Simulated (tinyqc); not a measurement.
Inside a calculation (part 1 of 2). Method: RHF in the sto-6g basis, for H2O, spin multiplicity 1. Computed by tinyqc, a small Python program that keeps every step (integrals from PySCF). Settings: charge = 0, multiplicity = 1, basis = sto-6g, energy threshold = 1e-10, iteration cap = 55, orthogonalisation = symmetric, start = core, DIIS depth = 4, DIIS from iteration = 3, method = RHF. Command: `OMP_NUM_THREADS=1 python tinyqc.py 30754 30755 out.jsonl` (the two numbers bound the seeds that draw the settings). One thread of a shared host (Intel(R) Xeon(R) Processor @ 2.60GHz), about 0.1 s of CPU time with the checks. Later iterations appear only in the table of the cycle.

## One-electron integrals

Geometry (angstrom):
```
atom        x         y        z
O     0.00000   0.00000  0.00000
H     0.00000   0.95800  0.79900
H     0.00000  -0.95800  0.79900
```

Basis sto-6g: exponents (1/bohr^2) and contraction coefficients of normalised primitives:
```
element  l (shell)    exponent  coefficient
O            s (1)  1355.58423      0.00916
O            s (1)   248.54489      0.04936
O            s (1)    69.53390      0.16854
O            s (1)    23.88677      0.37056
O            s (1)     9.27593      0.41649
O            s (1)     3.82034      0.13033
O            s (2)    52.18776     -0.01325
O            s (2)    10.32932     -0.04699
O            s (2)     3.21034     -0.03379
O            s (2)     1.23514      0.25024
O            s (2)     0.53642      0.59512
O            s (2)     0.24588      0.24071
O            p (3)    52.18776      0.00376
O            p (3)    10.32932      0.03768
O            p (3)     3.21034      0.17390
O            p (3)     1.23514      0.41804
O            p (3)     0.53642      0.42586
O            p (3)     0.24588      0.10171
H            s (1)    35.52322      0.00916
H            s (1)     6.51314      0.04936
H            s (1)     1.82214      0.16854
H            s (1)     0.62596      0.37056
H            s (1)     0.24308      0.41649
H            s (1)     0.10011      0.13033
```

Overlap, kinetic and nuclear-attraction integrals over the contracted functions; the nuclear repulsion is the sum of Za Zb / Rab.

nuclear repulsion = 7.0634299 hartree

overlap S:
```
          1O 1s    1O 2s   1O 2px    1O 2py   1O 2pz    2H 1s     3H 1s
1O 1s   1.00000  0.23114  0.00000   0.00000  0.00000  0.02837   0.02837
1O 2s   0.23114  1.00000  0.00000   0.00000  0.00000  0.30892   0.30892
1O 2px  0.00000  0.00000  1.00000   0.00000  0.00000  0.00000   0.00000
1O 2py  0.00000  0.00000  0.00000   1.00000  0.00000  0.21815  -0.21815
1O 2pz  0.00000  0.00000  0.00000   0.00000  1.00000  0.18194   0.18194
2H 1s   0.02837  0.30892  0.00000   0.21815  0.18194  1.00000   0.13703
3H 1s   0.02837  0.30892  0.00000  -0.21815  0.18194  0.13703   1.00000
```

kinetic energy T (hartree):
```
           1O 1s     1O 2s   1O 2px    1O 2py   1O 2pz     2H 1s     3H 1s
1O 1s   29.32720  -0.89602  0.00000   0.00000  0.00000  -0.00652  -0.00652
1O 2s   -0.89602   0.84262  0.00000   0.00000  0.00000   0.02923   0.02923
1O 2px   0.00000   0.00000  2.53131   0.00000  0.00000   0.00000   0.00000
1O 2py   0.00000   0.00000  0.00000   2.53131  0.00000   0.08620  -0.08620
1O 2pz   0.00000   0.00000  0.00000   0.00000  2.53131   0.07189   0.07189
2H 1s   -0.00652   0.02923  0.00000   0.08620  0.07189   0.76852  -0.01061
3H 1s   -0.00652   0.02923  0.00000  -0.08620  0.07189  -0.01061   0.76852
```

nuclear attraction V (hartree):
```
            1O 1s     1O 2s    1O 2px    1O 2py    1O 2pz     2H 1s     3H 1s
1O 1s   -62.10672  -6.34739   0.00000   0.00000  -0.01239  -0.88856  -0.88856
1O 2s    -6.34739  -9.84693   0.00000   0.00000  -0.14582  -2.24960  -2.24960
1O 2px    0.00000   0.00000  -9.80322   0.00000   0.00000   0.00000   0.00000
1O 2py    0.00000   0.00000   0.00000  -9.87984   0.00000  -1.39403   1.39403
1O 2pz   -0.01239  -0.14582   0.00000   0.00000  -9.85652  -1.19599  -1.19599
2H 1s    -0.88856  -2.24960   0.00000  -1.39403  -1.19599  -4.87068  -0.73024
3H 1s    -0.88856  -2.24960   0.00000   1.39403  -1.19599  -0.73024  -4.87068
```

core Hamiltonian H = T + V (hartree):
```
            1O 1s     1O 2s    1O 2px    1O 2py    1O 2pz     2H 1s     3H 1s
1O 1s   -32.77952  -7.24341   0.00000   0.00000  -0.01239  -0.89508  -0.89508
1O 2s    -7.24341  -9.00431   0.00000   0.00000  -0.14582  -2.22037  -2.22037
1O 2px    0.00000   0.00000  -7.27191   0.00000   0.00000   0.00000   0.00000
1O 2py    0.00000   0.00000   0.00000  -7.34854   0.00000  -1.30783   1.30783
1O 2pz   -0.01239  -0.14582   0.00000   0.00000  -7.32521  -1.12410  -1.12410
2H 1s    -0.89508  -2.22037   0.00000  -1.30783  -1.12410  -4.10216  -0.74085
3H 1s    -0.89508  -2.22037   0.00000   1.30783  -1.12410  -0.74085  -4.10216
```

## Two-electron integrals

Functions are numbered as in S; the eight-fold symmetry (ij|kl) = (ji|kl) = (kl|ij) leaves the list below.

Two-electron integrals (ij|kl) in chemists' order, unique and non-zero (hartree):
```
(11|11) 4.78749    (21|11) 0.67588    (21|21) 0.12150    (22|11) 1.11738
(22|21) 0.24921    (22|22) 0.81738    (31|31) 0.02576    (32|31) 0.03914
(32|32) 0.18066    (33|11) 1.11738    (33|21) 0.24921    (33|22) 0.81738
(33|33) 0.88066    (41|41) 0.02576    (42|41) 0.03914    (42|42) 0.18066
(43|43) 0.04746    (44|11) 1.11738    (44|21) 0.24921    (44|22) 0.81738
(44|33) 0.78574    (44|44) 0.88066    (51|51) 0.02576    (52|51) 0.03914
(52|52) 0.18066    (53|53) 0.04746    (54|54) 0.04746    (55|11) 1.11738
(55|21) 0.24921    (55|22) 0.81738    (55|33) 0.78574    (55|44) 0.78574
(55|55) 0.88066    (61|11) 0.08815    (61|21) 0.01520    (61|22) 0.03056
(61|33) 0.03049    (61|41) 0.00057    (61|42) 0.00113    (61|44) 0.03061
(61|51) 0.00048    (61|52) 0.00094    (61|54) 0.00009    (61|55) 0.03057
(61|61) 0.00194    (62|11) 0.23900    (62|21) 0.05417    (62|22) 0.19991
(62|33) 0.19646    (62|41) 0.00335    (62|42) 0.02587    (62|44) 0.20257
(62|51) 0.00279    (62|52) 0.02157    (62|54) 0.00510    (62|55) 0.20071
(62|61) 0.00683    (62|62) 0.06402    (63|31) 0.00568    (63|32) 0.03307
(63|43) 0.00520    (63|53) 0.00434    (63|63) 0.00848    (64|11) 0.14173
(64|21) 0.03255    (64|22) 0.12799    (64|33) 0.12246    (64|41) 0.00738
(64|42) 0.04823    (64|44) 0.13650    (64|51) 0.00142    (64|52) 0.01264
(64|54) 0.00737    (64|55) 0.12499    (64|61) 0.00427    (64|62) 0.04978
(64|64) 0.04667    (65|11) 0.11821    (65|21) 0.02715    (65|22) 0.10674
(65|33) 0.10214    (65|41) 0.00142    (65|42) 0.01264    (65|44) 0.10517
(65|51) 0.00687    (65|52) 0.04361    (65|54) 0.00773    (65|55) 0.11292
(65|61) 0.00356    (65|62) 0.04152    (65|64) 0.03185    (65|65) 0.03505
(66|11) 0.41920    (66|21) 0.09675    (66|22) 0.41039    (66|33) 0.39551
(66|41) 0.00684    (66|42) 0.07443    (66|44) 0.42184    (66|51) 0.00570
(66|52) 0.06208    (66|54) 0.02196    (66|55) 0.41383    (66|61) 0.01228
(66|62) 0.17651    (66|64) 0.15605    (66|65) 0.13015    (66|66) 0.77500
(71|11) 0.08815    (71|21) 0.01520    (71|22) 0.03056    (71|33) 0.03049
(71|41) -0.00057   (71|42) -0.00113   (71|44) 0.03061    (71|51) 0.00048
(71|52) 0.00094    (71|54) -0.00009   (71|55) 0.03057    (71|61) 0.00191
(71|62) 0.00661    (71|64) 0.00380    (71|65) 0.00345    (71|66) 0.01180
(71|71) 0.00194    (72|11) 0.23900    (72|21) 0.05417    (72|22) 0.19991
(72|33) 0.19646    (72|41) -0.00335   (72|42) -0.02587   (72|44) 0.20257
(72|51) 0.00279    (72|52) 0.02157    (72|54) -0.00510   (72|55) 0.20071
(72|61) 0.00661    (72|62) 0.05041    (72|64) 0.02748    (72|65) 0.03183
(72|66) 0.11095    (72|71) 0.00683    (72|72) 0.06402    (73|31) 0.00568
(73|32) 0.03307    (73|43) -0.00520   (73|53) 0.00434    (73|63) 0.00642
(73|73) 0.00848    (74|11) -0.14173   (74|21) -0.03255   (74|22) -0.12799
(74|33) -0.12246   (74|41) 0.00738    (74|42) 0.04823    (74|44) -0.13650
(74|51) -0.00142   (74|52) -0.01264   (74|54) 0.00737    (74|55) -0.12499
(74|61) -0.00380   (74|62) -0.02748   (74|64) -0.00908   (74|65) -0.01703
(74|66) -0.05641   (74|71) -0.00427   (74|72) -0.04978   (74|74) 0.04667
(75|11) 0.11821    (75|21) 0.02715    (75|22) 0.10674    (75|33) 0.10214
(75|41) -0.00142   (75|42) -0.01264   (75|44) 0.10517    (75|51) 0.00687
(75|52) 0.04361    (75|54) -0.00773   (75|55) 0.11292    (75|61) 0.00345
(75|62) 0.03183    (75|64) 0.01703    (75|65) 0.02616    (75|66) 0.07589
(75|71) 0.00356    (75|72) 0.04152    (75|74) -0.03185   (75|75) 0.03505
(76|11) 0.07199    (76|21) 0.01651    (76|22) 0.06677    (76|33) 0.06516
(76|44) 0.06631    (76|51) 0.00128    (76|52) 0.01207    (76|55) 0.06885
(76|61) 0.00206    (76|62) 0.02176    (76|64) 0.01478    (76|65) 0.01588
(76|66) 0.06519    (76|71) 0.00206    (76|72) 0.02176    (76|74) -0.01478
(76|75) 0.01588    (76|76) 0.00971    (77|11) 0.41920    (77|21) 0.09675
(77|22) 0.41039    (77|33) 0.39551    (77|41) -0.00684   (77|42) -0.07443
(77|44) 0.42184    (77|51) 0.00570    (77|52) 0.06208    (77|54) -0.02196
(77|55) 0.41383    (77|61) 0.01180    (77|62) 0.11095    (77|64) 0.05641
(77|65) 0.07589    (77|66) 0.27489    (77|71) 0.01228    (77|72) 0.17651
(77|74) -0.15605   (77|75) 0.13015    (77|76) 0.06519    (77|77) 0.77500
```

## Orthogonalisation

S = U s U^T; symmetric (Loewdin) form X = U s^(-1/2) U^T, so that X^T S X = 1.

eigenvalues of S: 0.52102  0.61546  0.88698  1.00000  1.10465  1.24751  1.62437

X:
```
           1O 1s     1O 2s   1O 2px    1O 2py    1O 2pz     2H 1s     3H 1s
1O 1s    1.02190  -0.12817  0.00000   0.00000  -0.00491   0.01456   0.01456
1O 2s   -0.12817   1.10202  0.00000   0.00000   0.04673  -0.16783  -0.16783
1O 2px   0.00000   0.00000  1.00000   0.00000   0.00000   0.00000   0.00000
1O 2py   0.00000   0.00000  0.00000   1.04388   0.00000  -0.13093   0.13093
1O 2pz  -0.00491   0.04673  0.00000   0.00000   1.02691  -0.09701  -0.09701
2H 1s    0.01456  -0.16783  0.00000  -0.13093  -0.09701   1.07928  -0.04684
3H 1s    0.01456  -0.16783  0.00000   0.13093  -0.09701  -0.04684   1.07928
```

## Starting guess

The start is the orbitals of the core Hamiltonian; D = 2 C_occ C_occ^T.

D at the start:
```
           1O 1s     1O 2s   1O 2px    1O 2py    1O 2pz     2H 1s     3H 1s
1O 1s    2.12010  -0.53226  0.00000   0.00000  -0.02646   0.05408   0.05408
1O 2s   -0.53226   2.35319  0.00000   0.00000   0.15159  -0.22917  -0.22917
1O 2px   0.00000   0.00000  2.00000   0.00000   0.00000   0.00000   0.00000
1O 2py   0.00000   0.00000  0.00000   2.15275   0.00000  -0.21919   0.21919
1O 2pz  -0.02646   0.15159  0.00000   0.00000   2.09376  -0.16315  -0.16315
2H 1s    0.05408  -0.22917  0.00000  -0.21919  -0.16315   0.05521   0.01057
3H 1s    0.05408  -0.22917  0.00000   0.21919  -0.16315   0.01057   0.05521
```

## Iteration 1: building the Fock matrix

J_ij = sum D_kl (ij|kl), K_ij = sum D_kl (ik|jl); F = H + J - 0.5 K; E = tr D H + tr D J / 2 - 0.25 tr D K + E_nn.

Coulomb J (hartree):
```
           1O 1s    1O 2s   1O 2px    1O 2py   1O 2pz    2H 1s     3H 1s
1O 1s   18.68596  3.36516  0.00000   0.00000  0.00298  0.42356   0.42356
1O 2s    3.36516  8.82111  0.00000   0.00000  0.00069  2.08260   2.08260
1O 2px   0.00000  0.00000  8.82263   0.00000  0.00000  0.00000   0.00000
1O 2py   0.00000  0.00000  0.00000   8.82019  0.00000  1.30836  -1.30836
1O 2pz   0.00298  0.00069  0.00000   0.00000  8.82049  1.09032   1.09032
2H 1s    0.42356  2.08260  0.00000   1.30836  1.09032  4.10542   0.67758
3H 1s    0.42356  2.08260  0.00000  -1.30836  1.09032  0.67758   4.10542
```

exchange K (hartree):
```
          1O 1s    1O 2s   1O 2px    1O 2py   1O 2pz    2H 1s     3H 1s
1O 1s   9.88185  1.59086  0.00000   0.00000  0.00102  0.21687   0.21687
1O 2s   1.59086  2.84413  0.00000   0.00000  0.00585  0.57590   0.57590
1O 2px  0.00000  0.00000  2.36555   0.00000  0.00000  0.00000   0.00000
1O 2py  0.00000  0.00000  0.00000   2.36608  0.00000  0.27223  -0.27223
1O 2pz  0.00102  0.00585  0.00000   0.00000  2.36454  0.22601   0.22601
2H 1s   0.21687  0.57590  0.00000   0.27223  0.22601  0.19649   0.11235
3H 1s   0.21687  0.57590  0.00000  -0.27223  0.22601  0.11235   0.19649
```

Fock matrix F (hartree):
```
            1O 1s     1O 2s   1O 2px    1O 2py    1O 2pz     2H 1s     3H 1s
1O 1s   -19.03449  -4.67368  0.00000   0.00000  -0.00991  -0.57995  -0.57995
1O 2s    -4.67368  -1.60527  0.00000   0.00000  -0.14805  -0.42572  -0.42572
1O 2px    0.00000   0.00000  0.36794   0.00000   0.00000   0.00000   0.00000
1O 2py    0.00000   0.00000  0.00000   0.28861   0.00000  -0.13558   0.13558
1O 2pz   -0.00991  -0.14805  0.00000   0.00000   0.31301  -0.14678  -0.14678
2H 1s    -0.57995  -0.42572  0.00000  -0.13558  -0.14678  -0.09498  -0.11944
3H 1s    -0.57995  -0.42572  0.00000   0.13558  -0.14678  -0.11944  -0.09498
```

total energy of this density = -74.0300743 hartree

## Iteration 1: diagonalisation and new density

Diagonalise F' = X^T F X, C = X C', fill 5 alpha and 5 beta electrons from the bottom; D = 2 C_occ C_occ^T. Each column has its largest component positive (the first on a tie).

F' = X^T F X (hartree):
```
           1         2        3         4         5         6         7
1  -18.71096  -2.44932  0.00000   0.00000  -0.01341  -0.06402  -0.06402
2   -2.44932  -0.69877  0.00000   0.00000  -0.06563  -0.23114  -0.23114
3    0.00000   0.00000  0.36794   0.00000   0.00000   0.00000   0.00000
4    0.00000   0.00000  0.00000   0.38946   0.00000  -0.20708   0.20708
5   -0.01341  -0.06563  0.00000   0.00000   0.37522  -0.16495  -0.16495
6   -0.06402  -0.23114  0.00000  -0.20708  -0.16495   0.07740  -0.04348
7   -0.06402  -0.23114  0.00000   0.20708  -0.16495  -0.04348   0.07740
```

orbital energies (hartree): MO1 -19.03904, MO2 -0.57141, MO3 -0.06701, MO4 0.10608, MO5 0.36794, MO6 0.50377, MO7 0.57735

coefficients C:
```
             MO1       MO2       MO3       MO4      MO5       MO6       MO7
1O 1s    0.99602  -0.21589   0.00000  -0.14368  0.00000  -0.04299   0.00000
1O 2s    0.01737   0.82558   0.00000   0.72340  0.00000   0.29015   0.00000
1O 2px   0.00000   0.00000   0.00000   0.00000  1.00000   0.00000   0.00000
1O 2py   0.00000   0.00000   0.40784   0.00000  0.00000   0.00000   0.97859
1O 2pz   0.00161   0.15595   0.00000  -0.37704  0.00000   0.95346   0.00000
2H 1s   -0.00282   0.20839   0.59951  -0.55304  0.00000  -0.47060  -0.54019
3H 1s   -0.00282   0.20839  -0.59951  -0.55304  0.00000  -0.47060   0.54019
```

D after iteration 1:
```
           1O 1s     1O 2s   1O 2px    1O 2py    1O 2pz     2H 1s     3H 1s
1O 1s    2.11863  -0.52974  0.00000   0.00000   0.04422   0.06332   0.06332
1O 2s   -0.52974   2.41039  0.00000   0.00000  -0.28794  -0.45615  -0.45615
1O 2px   0.00000   0.00000  2.00000   0.00000   0.00000   0.00000   0.00000
1O 2py   0.00000   0.00000  0.00000   0.33266   0.00000   0.48900  -0.48900
1O 2pz   0.04422  -0.28794  0.00000   0.00000   0.33297   0.48202   0.48202
2H 1s    0.06332  -0.45615  0.00000   0.48900   0.48202   1.41738  -0.02025
3H 1s    0.06332  -0.45615  0.00000  -0.48900   0.48202  -0.02025   1.41738
```

## Iteration 2: building the Fock matrix

As before.

Coulomb J (hartree):
```
           1O 1s    1O 2s   1O 2px    1O 2py   1O 2pz    2H 1s     3H 1s
1O 1s   16.37547  2.86284  0.00000   0.00000  0.00689  0.36207   0.36207
1O 2s    2.86284  7.51212  0.00000   0.00000  0.14461  1.89591   1.89591
1O 2px   0.00000  0.00000  7.56210   0.00000  0.00000  0.00000   0.00000
1O 2py   0.00000  0.00000  0.00000   7.50062  0.00000  1.23180  -1.23180
1O 2pz   0.00689  0.14461  0.00000   0.00000  7.47364  1.06350   1.06350
2H 1s    0.36207  1.89591  0.00000   1.23180  1.06350  4.44140   0.66921
3H 1s    0.36207  1.89591  0.00000  -1.23180  1.06350  0.66921   4.44140
```

exchange K (hartree):
```
          1O 1s     1O 2s   1O 2px    1O 2py    1O 2pz    2H 1s     3H 1s
1O 1s   9.79042   1.46267  0.00000   0.00000   0.00445  0.19931   0.19931
1O 2s   1.46267   2.36577  0.00000   0.00000  -0.01860  0.66509   0.66509
1O 2px  0.00000   0.00000  2.22492   0.00000   0.00000  0.00000   0.00000
1O 2py  0.00000   0.00000  0.00000   1.18001   0.00000  0.49080  -0.49080
1O 2pz  0.00445  -0.01860  0.00000   0.00000   1.10581  0.44994   0.44994
2H 1s   0.19931   0.66509  0.00000   0.49080   0.44994  1.38121   0.22655
3H 1s   0.19931   0.66509  0.00000  -0.49080   0.44994  0.22655   1.38121
```

Fock matrix F (hartree):
```
            1O 1s     1O 2s    1O 2px    1O 2py    1O 2pz     2H 1s     3H 1s
1O 1s   -21.29927  -5.11191   0.00000   0.00000  -0.00772  -0.63266  -0.63266
1O 2s    -5.11191  -2.67507   0.00000   0.00000   0.00809  -0.65701  -0.65701
1O 2px    0.00000   0.00000  -0.82228   0.00000   0.00000   0.00000   0.00000
1O 2py    0.00000   0.00000   0.00000  -0.43792   0.00000  -0.32142   0.32142
1O 2pz   -0.00772   0.00809   0.00000   0.00000  -0.40448  -0.28557  -0.28557
2H 1s    -0.63266  -0.65701   0.00000  -0.32142  -0.28557  -0.35137  -0.18491
3H 1s    -0.63266  -0.65701   0.00000   0.32142  -0.28557  -0.18491  -0.35137
```

total energy of this density = -75.2056258 hartree

## Iteration 2: diagonalisation and new density

As before.

F' = X^T F X (hartree):
```
           1         2         3         4         5         6         7
1  -20.98016  -2.50173   0.00000   0.00000  -0.03048  -0.07087  -0.07087
2   -2.50173  -1.74411   0.00000   0.00000   0.11547  -0.28454  -0.28454
3    0.00000   0.00000  -0.82228   0.00000   0.00000   0.00000   0.00000
4    0.00000   0.00000   0.00000  -0.30717   0.00000  -0.30447   0.30447
5   -0.03048   0.11547   0.00000   0.00000  -0.31529  -0.24897  -0.24897
6   -0.07087  -0.28454   0.00000  -0.30447  -0.24897  -0.09662  -0.06009
7   -0.07087  -0.28454   0.00000   0.30447  -0.24897  -0.06009  -0.09662
```

orbital energies (hartree): MO1 -21.30129, MO2 -1.53284, MO3 -0.82228, MO4 -0.62320, MO5 -0.57533, MO6 0.21319, MO7 0.27949

coefficients C:
```
             MO1       MO2      MO3       MO4       MO5       MO6       MO7
1O 1s    0.99746  -0.24396  0.00000   0.00000   0.03868  -0.07227   0.00000
1O 2s    0.01120   1.00523  0.00000   0.00000  -0.24915   0.46551   0.00000
1O 2px   0.00000   0.00000  1.00000   0.00000   0.00000   0.00000   0.00000
1O 2py   0.00000   0.00000  0.00000   0.73198   0.00000   0.00000   0.76692
1O 2pz   0.00097  -0.00848  0.00000   0.00000   0.75723   0.70859   0.00000
2H 1s   -0.00175   0.03370  0.00000   0.36560   0.35122  -0.66802  -0.71941
3H 1s   -0.00175   0.03370  0.00000  -0.36560   0.35122  -0.66802   0.71941
```

D after iteration 2:
```
           1O 1s     1O 2s   1O 2px    1O 2py    1O 2pz     2H 1s     3H 1s
1O 1s    2.11188  -0.48740  0.00000   0.00000   0.06465   0.00723   0.00723
1O 2s   -0.48740   2.14537  0.00000   0.00000  -0.39435  -0.10731  -0.10731
1O 2px   0.00000   0.00000  2.00000   0.00000   0.00000   0.00000   0.00000
1O 2py   0.00000   0.00000  0.00000   1.07159   0.00000   0.53522  -0.53522
1O 2pz   0.06465  -0.39435  0.00000   0.00000   1.14694   0.53134   0.53134
2H 1s    0.00723  -0.10731  0.00000   0.53522   0.53134   0.51631  -0.01833
3H 1s    0.00723  -0.10731  0.00000  -0.53522   0.53134  -0.01833   0.51631
```
